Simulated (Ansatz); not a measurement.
**B2H3S−: functionals against CCSD(T) at one geometry**

How do the functionals fare away from a minimum? The structure is a frame of a short trajectory.

The runs use Ansatz 0.2.0, Gaussian basis; single points in def2-TZVPPD.

Correlated methods freeze the cores.

## 1. The starting structure

SMILES `BB[S-]`, 6 atoms, charge -1, spin multiplicity 1.

Atoms are counted from 1 here; the program's logs count them from 0.

Bond lengths: B1–B2 1.606 Å, B1–S3 1.975 Å, B1–H4 1.271 Å, B1–H5 1.432 Å, B2–S3 1.751 Å, B2–H6 1.257 Å. Angles: B2–B1–S3 57.5°, B2–B1–H4 110.8°, B2–B1–H5 128.5°, S3–B1–H4 116.0°, S3–B1–H5 110.3°, H4–B1–H5 117.9°, B1–B2–S3 71.9°, B1–B2–H6 159.6°, S3–B2–H6 128.4°, B1–S3–B2 50.6°.

Coordinates:

```xyz
6
charge -1, multiplicity 1
B    -0.37648    0.11996   -0.56646
B     0.68713   -0.39593    0.52116
S    -0.34518    0.79157    1.29010
H     0.18655    0.85722   -1.43520
H    -1.66534   -0.41909   -0.87876
H     1.62193   -1.06428    1.02979
```

## 2. PBE-D4/def2-TZVPPD

run/in.yaml

```yaml
crystal:
  periodic: [false, false, false]
  atoms:
    - {symbol: B, position_ang: [-0.376484, 0.119955, -0.566464]}
    - {symbol: B, position_ang: [0.687126, -0.395926, 0.521164]}
    - {symbol: S, position_ang: [-0.345177, 0.791566, 1.290104]}
    - {symbol: H, position_ang: [0.186549, 0.857219, -1.435198]}
    - {symbol: H, position_ang: [-1.665341, -0.419087, -0.878760]}
    - {symbol: H, position_ang: [1.621930, -1.064285, 1.029787]}
basis:
  gaussian: {orbitals: "def2-TZVPPD.json"}
total_charge: -1
hamiltonian: {xc: pbe, dispersion: d4}
output: {forces: true}
```

The basis file named in the input lies beside it (Basis Set Exchange, JSON).

Launch:

```bash
ansatz run in.yaml --threads 2 --pin off --events-out ev --progress --plain --max-ram 3481MiB
```

## 3. r2SCAN-D4/def2-TZVPPD

run/in.yaml: that of step 2 with these lines changed.

```diff
@@ -12,3 +12,3 @@
 total_charge: -1
-hamiltonian: {xc: pbe, dispersion: d4}
+hamiltonian: {xc: r2scan, dispersion: d4}
 output: {forces: true}
```

## 4. PBE0-D4/def2-TZVPPD

run/in.yaml: that of step 3 with these lines changed.

```diff
@@ -12,3 +12,3 @@
 total_charge: -1
-hamiltonian: {xc: r2scan, dispersion: d4}
-output: {forces: true}
+hamiltonian: {xc: pbe0, dispersion: d4}
+output: {forces: true, orbitals: {seedname: orbitals}}
```

## 5. wB97M-V/def2-TZVPPD

run/in.yaml: that of step 4 with these lines changed.

```diff
@@ -12,3 +12,3 @@
 total_charge: -1
-hamiltonian: {xc: pbe0, dispersion: d4}
-output: {forces: true, orbitals: {seedname: orbitals}}
+hamiltonian: {xc: {name: wB97M-V}}
+output: {forces: true}
```

## 6. CCSD(T)/def2-TZVPPD

run/in.yaml: that of step 5 with these lines changed.

```diff
@@ -12,3 +12,3 @@
 total_charge: -1
-hamiltonian: {xc: {name: wB97M-V}}
+correlation: {method: ccsd_t}
 output: {forces: true}
```

(Steps that only read results are left out.)

**Question.** What will these runs give? Wanted: RMS force component; RMS force error; HOMO and LUMO, PBE0-D4; T1 diagnostic.

The runs gave:

| quantity | value |
| --- | --- |
| RMS force component | 1.045 to 1.215 eV/Å over the methods |
| RMS force error | PBE-D4 0.183, r2SCAN-D4 0.166, PBE0-D4 0.184, wB97M-V 0.144 eV/Å |
| HOMO and LUMO, PBE0-D4 | -1.01 and 3.60 eV |
| T1 diagnostic | 0.017 |

**Reading.** The forces of wB97M-V come nearest to CCSD(T), those of PBE0-D4 are farthest. Frozen-core CCSD(T) forces in triple zeta carry basis errors of their own, and this is one geometry, so small gaps rank nothing.
